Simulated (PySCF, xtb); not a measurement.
C₂H₇N, SMILES CNC.

xtb 6.7.1 with GFN2-xTB at its own geometry gives an orbital gap of 11.21 eV and a dipole moment of 1.18 D.

Geometry optimised at B3LYP-D3(BJ)/def2-TZVP.

Question: What does PBE/def2-TZVPD in PySCF give? (An estimate is asked for; the answer gives what the named calculation found.)

Answer: gap 4.77 eV (levels -4.99 and -0.22 eV), dipole 0.92 D.
